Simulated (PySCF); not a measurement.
# PH₃: NMR shieldings

What do calculations give for the NMR shieldings of PH₃ (`P`)?

Computed with PySCF 2.14.0 and routines of our own; the level stands in each step. Atoms count from 0.

## Step 1: The system as given

4 atoms, charge 0, multiplicity 1; geometry from: GFN2-xTB.

## Step 2: Optimising the geometry at PBE0-D3(BJ)/def2-SVP

What the job is given:

```
{"job": {"xc": "PBE0", "basis": "def2-SVP", "d3": "d3bj", "grid": 1, "maxiter": 30, "shake": 0.01, "kind": "geom"}, "charge": 0, "multiplicity": 1}
P      0.018930    -0.022090     0.574560
H     -0.564340     1.004100    -0.207800
H      1.138140    -0.018640    -0.198210
H     -0.554740    -0.988730    -0.201560
```

On the command line:

```sh
$ OMP_NUM_THREADS=1 python heavy_run.py task.json out
```

This one command runs all jobs of the session in turn.

The log of the run:

```text
step   0  E = -342.89322127  max force = 0.032281
step   1  E = -342.89699145  max force = 0.010609
step   2  E = -342.89728145  max force = 0.002207
step   3  E = -342.89729377  max force = 0.000078
optimisation converged
```

It took 1.2 s on 1 thread of Arm Neoverse V1, shared host; peak memory 0.24 GiB.

Step by step:

```tsv
step	energy from step 0 (eV)	largest force component (eV/Å)
0	0.0000	1.6600
1	-0.1026	0.5455
2	-0.1105	0.1135
3	-0.1108	0.0040
```

Distances of close pairs at the start and the end, largest changes first:

```tsv
bond	before (Å)	after (Å)	change (Å)
P0–H2	1.360	1.429	+0.069
P0–H3	1.366	1.429	+0.063
P0–H1	1.416	1.429	+0.013
```

The end geometry stands in the next job.

```tsv
at the end point	value
point group (found at 0.08 Å tolerance)	C3v
rotational constants (GHz, main isotopes)	131.5, 131.4, 116.8
dipole moment (D)	0.91
```

## Step 3: NMR shieldings: PBE0/pcSseg-1, spin–orbit

What the job is given:

```
{"job": {"xc": "PBE0", "basis": {"default": "pcSseg-1"}, "rel": "so", "kind": "hnmr"}, "charge": 0, "multiplicity": 1}
P      0.025625    -0.040972     0.476315
H     -0.599026     1.021135    -0.247237
H      1.199332    -0.004223    -0.337419
H     -0.589586    -1.049474    -0.327167
```

With the program's defaults for keys left out, this is: PBE0/pcSseg-1 GIAO NMR shielding, X2C with spin-orbit coupling, screened-nuclear two-electron part, Gaussian nuclei, gas phase.

The log of the run:

```text
spin-free SCF
coarse grid: 3488 points
cycle   1  E = -343.7183328122  dE = -1.898e-01  |g| = 7.775e-02  |ddm| = 1.481e+00
cycle   2  E = -343.7196414060  dE = -1.309e-03  |g| = 6.759e-02  |ddm| = 2.693e-01
cycle   3  E = -343.7211224017  dE = -1.481e-03  |g| = 6.518e-03  |ddm| = 1.042e-01
cycle   4  E = -343.7211257289  dE = -3.327e-06  |g| = 8.103e-04  |ddm| = 3.725e-03
final grid: 28048 points
cycle   5  E = -343.7275547764  dE = -4.679e-06  |g| = 1.664e-03  |ddm| = 1.092e-02
cycle   6  E = -343.7275550507  dE = -2.743e-07  |g| = 1.397e-03  |ddm| = 4.416e-03
cycle   7  E = -343.7275555102  dE = -4.595e-07  |g| = 4.943e-05  |ddm| = 1.945e-03
cycle   8  E = -343.7275555110  dE = -8.045e-10  |g| = 1.451e-05  |ddm| = 7.354e-05
converged SCF energy = -343.7275555110
two-component SCF
cycle   1  E = -343.7273481002  dE = -3.437e+02  |FDS-SDF| = 9.336e-02
cycle   2  E = -343.7276229217  dE = -2.748e-04  |FDS-SDF| = 4.549e-03
cycle   3  E = -343.7276244232  dE = -1.501e-06  |FDS-SDF| = 1.971e-04
cycle   4  E = -343.7276244631  dE = -3.992e-08  |FDS-SDF| = 3.942e-05
cycle   5  E = -343.7276244654  dE = -2.329e-09  |FDS-SDF| = 3.338e-06
converged, E = -343.7276244654

Field gradients (au) and densities at the nuclei (bohr^-3)
atom        Vxx        Vyy        Vzz        centre      nuclear mean
  0 P      0.5916     0.5922    -1.1838       1939.606       1939.578
  1 H     -0.0770    -0.0910     0.1681          0.352          0.352
  2 H     -0.0771    -0.0911     0.1683          0.352          0.352
  3 H     -0.0771    -0.0911     0.1683          0.352          0.352

Core orbital energies (eV)
atom   shell        mean    spread
  0 P  1s        -2107.068   0.000
  0 P  2s         -180.866   0.000
  0 P  3s          -18.100   0.000
  0 P  2p1/2      -129.888   0.000
  0 P  2p3/2      -128.977   0.074

Shielding tensors (ppm)
atom      isotropic    diamagn.    paramagn.     s11        s22        s33       span
  0 P       569.13      948.22     -379.09     529.40     588.96     589.04      59.64
  1 H        29.43       28.98        0.45      25.20      26.47      36.61      11.40
  2 H        29.43       28.97        0.46      25.21      26.47      36.61      11.40
  3 H        29.43       28.97        0.46      25.21      26.47      36.61      11.40
```

Wall time 1.7 s (1 thread of Arm Neoverse V1, shared host); peak memory 0.3 GiB.

From this job:

```tsv
quantity	value
energy from spin-orbit coupling	-0.0001 Eh
```

## Step 4: NMR shieldings: PBE0/pcSseg-1, spin-free

What the job is given:

```
{"job": {"xc": "PBE0", "basis": {"default": "pcSseg-1"}, "rel": "sf", "kind": "hnmr"}, "charge": 0, "multiplicity": 1}
P      0.025625    -0.040972     0.476315
H     -0.599026     1.021135    -0.247237
H      1.199332    -0.004223    -0.337419
H     -0.589586    -1.049474    -0.327167
```

Level: PBE0/pcSseg-1 GIAO NMR shielding, spin-free X2C, Gaussian nuclei, gas phase.

The log of the run:

```text
spin-free SCF
coarse grid: 3488 points
cycle   1  E = -343.7183328122  dE = -1.898e-01  |g| = 7.775e-02  |ddm| = 1.481e+00
cycle   2  E = -343.7196414060  dE = -1.309e-03  |g| = 6.759e-02  |ddm| = 2.693e-01
cycle   3  E = -343.7211224017  dE = -1.481e-03  |g| = 6.518e-03  |ddm| = 1.042e-01
cycle   4  E = -343.7211257289  dE = -3.327e-06  |g| = 8.103e-04  |ddm| = 3.725e-03
final grid: 28048 points
cycle   5  E = -343.7275547764  dE = -4.679e-06  |g| = 1.664e-03  |ddm| = 1.092e-02
cycle   6  E = -343.7275550507  dE = -2.743e-07  |g| = 1.397e-03  |ddm| = 4.416e-03
cycle   7  E = -343.7275555102  dE = -4.595e-07  |g| = 4.943e-05  |ddm| = 1.945e-03
cycle   8  E = -343.7275555110  dE = -8.045e-10  |g| = 1.451e-05  |ddm| = 7.354e-05
converged SCF energy = -343.7275555110
check of the scalar solution
cycle   1  E = -343.7275555110  dE = -3.437e+02  |FDS-SDF| = 1.451e-05
cycle   2  E = -343.7275555110  dE = -4.974e-11  |FDS-SDF| = 7.947e-06
converged, E = -343.7275555110

Field gradients (au) and densities at the nuclei (bohr^-3)
atom        Vxx        Vyy        Vzz        centre      nuclear mean
  0 P      0.5916     0.5922    -1.1838       1939.612       1939.584
  1 H     -0.0770    -0.0910     0.1681          0.352          0.352
  2 H     -0.0771    -0.0911     0.1683          0.352          0.352
  3 H     -0.0771    -0.0911     0.1683          0.352          0.352

Core orbital energies (eV)
atom   shell        mean    spread
  0 P  1s        -2107.067   0.000
  0 P  2s         -180.866   0.000
  0 P  3s          -18.100   0.000
  0 P  2p         -129.280   0.107

Shielding tensors (ppm)
atom      isotropic    diamagn.    paramagn.     s11        s22        s33       span
  0 P       580.23      960.61     -380.38     538.72     600.95     601.03      62.32
  1 H        29.21       28.99        0.22      25.05      25.97      36.62      11.57
  2 H        29.22       28.98        0.24      25.05      25.98      36.62      11.57
  3 H        29.22       28.98        0.24      25.05      25.97      36.62      11.57
```

Run time: 0.7 s. Hardware: 1 thread of Arm Neoverse V1, shared host; peak memory 0.3 GiB.

## Step 5: NMR shieldings: PBE0/pcSseg-1 in water, spin–orbit

What the job is given:

```
{"job": {"xc": "PBE0", "basis": {"default": "pcSseg-1"}, "rel": "so", "solvent": "water", "kind": "hnmr"}, "charge": 0, "multiplicity": 1}
P      0.025625    -0.040972     0.476315
H     -0.599026     1.021135    -0.247237
H      1.199332    -0.004223    -0.337419
H     -0.589586    -1.049474    -0.327167
```

Method: PBE0/pcSseg-1 GIAO NMR shielding, X2C with spin-orbit coupling, screened-nuclear two-electron part, Gaussian nuclei, IEF-PCM water.

The log of the run:

```text
spin-free SCF
coarse grid: 3488 points
cycle   1  E = -343.7212161378  dE = -1.924e-01  |g| = 6.734e-02  |ddm| = 1.481e+00
cycle   2  E = -343.7224810896  dE = -1.265e-03  |g| = 5.161e-02  |ddm| = 2.227e-01
cycle   3  E = -343.7232732628  dE = -7.922e-04  |g| = 6.089e-03  |ddm| = 8.276e-02
cycle   4  E = -343.7232762341  dE = -2.971e-06  |g| = 6.526e-04  |ddm| = 4.209e-03
final grid: 28048 points
cycle   5  E = -343.7297013310  dE = -4.475e-06  |g| = 1.434e-03  |ddm| = 1.012e-02
cycle   6  E = -343.7297015924  dE = -2.614e-07  |g| = 1.171e-03  |ddm| = 3.657e-03
cycle   7  E = -343.7297018999  dE = -3.075e-07  |g| = 3.973e-05  |ddm| = 1.574e-03
cycle   8  E = -343.7297019005  dE = -5.581e-10  |g| = 6.527e-06  |ddm| = 8.105e-05
converged SCF energy = -343.7297019005
two-component SCF
cycle   1  E = -343.7294944337  dE = -3.437e+02  |FDS-SDF| = 9.337e-02
cycle   2  E = -343.7297692402  dE = -2.748e-04  |FDS-SDF| = 4.548e-03
cycle   3  E = -343.7297707227  dE = -1.482e-06  |FDS-SDF| = 1.934e-04
cycle   4  E = -343.7297707600  dE = -3.736e-08  |FDS-SDF| = 3.825e-05
cycle   5  E = -343.7297707621  dE = -2.091e-09  |FDS-SDF| = 7.032e-06
converged, E = -343.7297707621

Field gradients (au) and densities at the nuclei (bohr^-3)
atom        Vxx        Vyy        Vzz        centre      nuclear mean
  0 P      0.5713     0.5722    -1.1435       1939.510       1939.482
  1 H     -0.0766    -0.0905     0.1670          0.349          0.349
  2 H     -0.0766    -0.0906     0.1672          0.349          0.349
  3 H     -0.0766    -0.0906     0.1672          0.349          0.349

Core orbital energies (eV)
atom   shell        mean    spread
  0 P  1s        -2106.867   0.000
  0 P  2s         -180.670   0.000
  0 P  3s          -17.859   0.000
  0 P  2p1/2      -129.692   0.000
  0 P  2p3/2      -128.782   0.071

Shielding tensors (ppm)
atom      isotropic    diamagn.    paramagn.     s11        s22        s33       span
  0 P       573.04      948.76     -375.72     529.55     594.74     594.83      65.27
  1 H        29.21       28.94        0.27      24.92      26.11      36.59      11.67
  2 H        29.21       28.92        0.29      24.92      26.11      36.59      11.67
  3 H        29.21       28.92        0.29      24.92      26.11      36.59      11.67
```

It took 1.7 s on 1 thread of Arm Neoverse V1, shared host; peak memory 0.31 GiB.

From this job:

```tsv
quantity	value
energy from spin-orbit coupling	-0.0001 Eh
```

## Step 6: NMR shieldings: PBE0/pcSseg-1 in water, spin-free

What the job is given:

```
{"job": {"xc": "PBE0", "basis": {"default": "pcSseg-1"}, "rel": "sf", "solvent": "water", "kind": "hnmr"}, "charge": 0, "multiplicity": 1}
P      0.025625    -0.040972     0.476315
H     -0.599026     1.021135    -0.247237
H      1.199332    -0.004223    -0.337419
H     -0.589586    -1.049474    -0.327167
```

Method: PBE0/pcSseg-1 GIAO NMR shielding, spin-free X2C, Gaussian nuclei, IEF-PCM water.

The log of the run:

```text
spin-free SCF
coarse grid: 3488 points
cycle   1  E = -343.7212161378  dE = -1.924e-01  |g| = 6.734e-02  |ddm| = 1.481e+00
cycle   2  E = -343.7224810896  dE = -1.265e-03  |g| = 5.161e-02  |ddm| = 2.227e-01
cycle   3  E = -343.7232732628  dE = -7.922e-04  |g| = 6.089e-03  |ddm| = 8.276e-02
cycle   4  E = -343.7232762341  dE = -2.971e-06  |g| = 6.526e-04  |ddm| = 4.209e-03
final grid: 28048 points
cycle   5  E = -343.7297013310  dE = -4.475e-06  |g| = 1.434e-03  |ddm| = 1.012e-02
cycle   6  E = -343.7297015924  dE = -2.614e-07  |g| = 1.171e-03  |ddm| = 3.657e-03
cycle   7  E = -343.7297018999  dE = -3.075e-07  |g| = 3.973e-05  |ddm| = 1.574e-03
cycle   8  E = -343.7297019005  dE = -5.581e-10  |g| = 6.527e-06  |ddm| = 8.105e-05
converged SCF energy = -343.7297019005
check of the scalar solution
cycle   1  E = -343.7297019005  dE = -3.437e+02  |FDS-SDF| = 6.527e-06
cycle   2  E = -343.7297019005  dE = -1.540e-11  |FDS-SDF| = 2.191e-06
converged, E = -343.7297019005

Field gradients (au) and densities at the nuclei (bohr^-3)
atom        Vxx        Vyy        Vzz        centre      nuclear mean
  0 P      0.5713     0.5722    -1.1435       1939.516       1939.488
  1 H     -0.0766    -0.0905     0.1670          0.349          0.349
  2 H     -0.0766    -0.0906     0.1672          0.349          0.349
  3 H     -0.0766    -0.0906     0.1672          0.349          0.349

Core orbital energies (eV)
atom   shell        mean    spread
  0 P  1s        -2106.867   0.000
  0 P  2s         -180.669   0.000
  0 P  3s          -17.859   0.000
  0 P  2p         -129.085   0.103

Shielding tensors (ppm)
atom      isotropic    diamagn.    paramagn.     s11        s22        s33       span
  0 P       584.15      961.14     -376.99     539.02     606.67     606.76      67.74
  1 H        28.99       28.94        0.04      24.76      25.61      36.60      11.85
  2 H        28.99       28.93        0.06      24.76      25.61      36.61      11.85
  3 H        28.99       28.93        0.06      24.76      25.61      36.61      11.85
```

It took 0.75 s on 1 thread of Arm Neoverse V1, shared host; peak memory 0.31 GiB.

## Step 7: NMR shieldings: PBE0/pcSseg-1 in dichloromethane, spin–orbit

What the job is given:

```
{"job": {"xc": "PBE0", "basis": {"default": "pcSseg-1"}, "rel": "so", "solvent": "dichloromethane", "kind": "hnmr"}, "charge": 0, "multiplicity": 1}
P      0.025625    -0.040972     0.476315
H     -0.599026     1.021135    -0.247237
H      1.199332    -0.004223    -0.337419
H     -0.589586    -1.049474    -0.327167
```

Level: PBE0/pcSseg-1 GIAO NMR shielding, X2C with spin-orbit coupling, screened-nuclear two-electron part, Gaussian nuclei, IEF-PCM dichloromethane.

The log of the run:

```text
spin-free SCF
coarse grid: 3488 points
cycle   1  E = -343.7208038373  dE = -1.920e-01  |g| = 6.838e-02  |ddm| = 1.481e+00
cycle   2  E = -343.7220735873  dE = -1.270e-03  |g| = 5.330e-02  |ddm| = 2.266e-01
cycle   3  E = -343.7229267232  dE = -8.531e-04  |g| = 6.102e-03  |ddm| = 8.495e-02
cycle   4  E = -343.7229295787  dE = -2.856e-06  |g| = 6.530e-04  |ddm| = 3.954e-03
final grid: 28048 points
cycle   5  E = -343.7293553118  dE = -4.538e-06  |g| = 1.479e-03  |ddm| = 1.029e-02
cycle   6  E = -343.7293555829  dE = -2.711e-07  |g| = 1.212e-03  |ddm| = 3.801e-03
cycle   7  E = -343.7293559147  dE = -3.318e-07  |g| = 4.028e-05  |ddm| = 1.635e-03
cycle   8  E = -343.7293559152  dE = -5.645e-10  |g| = 7.083e-06  |ddm| = 7.884e-05
converged SCF energy = -343.7293559152
two-component SCF
cycle   1  E = -343.7291484579  dE = -3.437e+02  |FDS-SDF| = 9.337e-02
cycle   2  E = -343.7294232668  dE = -2.748e-04  |FDS-SDF| = 4.548e-03
cycle   3  E = -343.7294247525  dE = -1.486e-06  |FDS-SDF| = 1.940e-04
cycle   4  E = -343.7294247902  dE = -3.777e-08  |FDS-SDF| = 3.846e-05
cycle   5  E = -343.7294247924  dE = -2.130e-09  |FDS-SDF| = 6.751e-06
converged, E = -343.7294247924

Field gradients (au) and densities at the nuclei (bohr^-3)
atom        Vxx        Vyy        Vzz        centre      nuclear mean
  0 P      0.5748     0.5757    -1.1505       1939.526       1939.498
  1 H     -0.0766    -0.0906     0.1672          0.349          0.349
  2 H     -0.0767    -0.0907     0.1674          0.349          0.349
  3 H     -0.0767    -0.0907     0.1674          0.349          0.349

Core orbital energies (eV)
atom   shell        mean    spread
  0 P  1s        -2106.886   0.000
  0 P  2s         -180.688   0.000
  0 P  3s          -17.885   0.000
  0 P  2p1/2      -129.711   0.000
  0 P  2p3/2      -128.800   0.072

Shielding tensors (ppm)
atom      isotropic    diamagn.    paramagn.     s11        s22        s33       span
  0 P       572.39      948.67     -376.28     529.51     593.78     593.86      64.35
  1 H        29.24       28.94        0.30      24.97      26.17      36.59      11.62
  2 H        29.25       28.93        0.32      24.97      26.17      36.60      11.63
  3 H        29.25       28.93        0.32      24.97      26.17      36.60      11.63
```

Wall time 1.7 s (1 thread of Arm Neoverse V1, shared host); peak memory 0.31 GiB.

From this job:

```tsv
quantity	value
energy from spin-orbit coupling	-0.0001 Eh
```

## Step 8: NMR shieldings: PBE0/pcSseg-1 in dichloromethane, spin-free

What the job is given:

```
{"job": {"xc": "PBE0", "basis": {"default": "pcSseg-1"}, "rel": "sf", "solvent": "dichloromethane", "kind": "hnmr"}, "charge": 0, "multiplicity": 1}
P      0.025625    -0.040972     0.476315
H     -0.599026     1.021135    -0.247237
H      1.199332    -0.004223    -0.337419
H     -0.589586    -1.049474    -0.327167
```

Method: PBE0/pcSseg-1 GIAO NMR shielding, spin-free X2C, Gaussian nuclei, IEF-PCM dichloromethane.

The log of the run:

```text
spin-free SCF
coarse grid: 3488 points
cycle   1  E = -343.7208038373  dE = -1.920e-01  |g| = 6.838e-02  |ddm| = 1.481e+00
cycle   2  E = -343.7220735873  dE = -1.270e-03  |g| = 5.330e-02  |ddm| = 2.266e-01
cycle   3  E = -343.7229267232  dE = -8.531e-04  |g| = 6.102e-03  |ddm| = 8.495e-02
cycle   4  E = -343.7229295787  dE = -2.856e-06  |g| = 6.530e-04  |ddm| = 3.954e-03
final grid: 28048 points
cycle   5  E = -343.7293553118  dE = -4.538e-06  |g| = 1.479e-03  |ddm| = 1.029e-02
cycle   6  E = -343.7293555829  dE = -2.711e-07  |g| = 1.212e-03  |ddm| = 3.801e-03
cycle   7  E = -343.7293559147  dE = -3.318e-07  |g| = 4.028e-05  |ddm| = 1.635e-03
cycle   8  E = -343.7293559152  dE = -5.645e-10  |g| = 7.083e-06  |ddm| = 7.884e-05
converged SCF energy = -343.7293559152
check of the scalar solution
cycle   1  E = -343.7293559152  dE = -3.437e+02  |FDS-SDF| = 7.083e-06
cycle   2  E = -343.7293559153  dE = -1.666e-11  |FDS-SDF| = 2.294e-06
converged, E = -343.7293559153

Field gradients (au) and densities at the nuclei (bohr^-3)
atom        Vxx        Vyy        Vzz        centre      nuclear mean
  0 P      0.5748     0.5757    -1.1505       1939.532       1939.504
  1 H     -0.0766    -0.0906     0.1672          0.349          0.349
  2 H     -0.0767    -0.0907     0.1674          0.349          0.349
  3 H     -0.0767    -0.0907     0.1674          0.349          0.349

Core orbital energies (eV)
atom   shell        mean    spread
  0 P  1s        -2106.886   0.000
  0 P  2s         -180.688   0.000
  0 P  3s          -17.885   0.000
  0 P  2p         -129.103   0.104

Shielding tensors (ppm)
atom      isotropic    diamagn.    paramagn.     s11        s22        s33       span
  0 P       583.49      961.05     -377.56     538.96     605.72     605.80      66.85
  1 H        29.03       28.95        0.07      24.80      25.67      36.60      11.80
  2 H        29.03       28.94        0.09      24.81      25.67      36.61      11.80
  3 H        29.03       28.94        0.09      24.81      25.68      36.61      11.80
```

It took 0.75 s on 1 thread of Arm Neoverse V1, shared host; peak memory 0.31 GiB.

## Step 9: Shieldings side by side

```tsv
run	P0	H2	H3	H1	time
step 3, PBE0/pcSseg-1, spin–orbit	569.1	29.4	29.4	29.4	1.7 s
step 4, PBE0/pcSseg-1, spin-free	580.2	29.2	29.2	29.2	0.7 s
step 5, PBE0/pcSseg-1 in water, spin–orbit	573.0	29.2	29.2	29.2	1.7 s
step 6, PBE0/pcSseg-1 in water, spin-free	584.1	29.0	29.0	29.0	0.75 s
step 7, PBE0/pcSseg-1 in dichloromethane, spin–orbit	572.4	29.2	29.2	29.2	1.7 s
step 8, PBE0/pcSseg-1 in dichloromethane, spin-free	583.5	29.0	29.0	29.0	0.75 s
```

## Step 10: Results

```
                                                                              quantity                                    value
                                                                           point group                                      C3v
                                                  rotational constants (main isotopes)               131.47, 131.45, 116.80 GHz
                   energy from spin-orbit coupling (step 3, PBE0/pcSseg-1, spin–orbit)                               -0.0001 Eh
                                        shieldings (step 3, PBE0/pcSseg-1, spin–orbit)  P0 569.1, H1 29.4, H2 29.4, H3 29.4 ppm
                                         shieldings (step 4, PBE0/pcSseg-1, spin-free)  P0 580.2, H1 29.2, H2 29.2, H3 29.2 ppm
          energy from spin-orbit coupling (step 5, PBE0/pcSseg-1 in water, spin–orbit)                               -0.0001 Eh
                               shieldings (step 5, PBE0/pcSseg-1 in water, spin–orbit)  P0 573.0, H1 29.2, H2 29.2, H3 29.2 ppm
                                shieldings (step 6, PBE0/pcSseg-1 in water, spin-free)  P0 584.1, H1 29.0, H2 29.0, H3 29.0 ppm
energy from spin-orbit coupling (step 7, PBE0/pcSseg-1 in dichloromethane, spin–orbit)                               -0.0001 Eh
                     shieldings (step 7, PBE0/pcSseg-1 in dichloromethane, spin–orbit)  P0 572.4, H1 29.2, H2 29.2, H3 29.2 ppm
                      shieldings (step 8, PBE0/pcSseg-1 in dichloromethane, spin-free)  P0 583.5, H1 29.0, H2 29.0, H3 29.0 ppm
```

What this shows: The optimisation took 3 steps and gained 0.111 eV; among the close pairs (by a distance rule), P0–H2 changed most, from 1.360 to 1.429 Å. In step 3, P0 has the widest tensor, 60 ppm. P0 moves most between the runs, by 15 ppm; the labels say what changes from run to run.
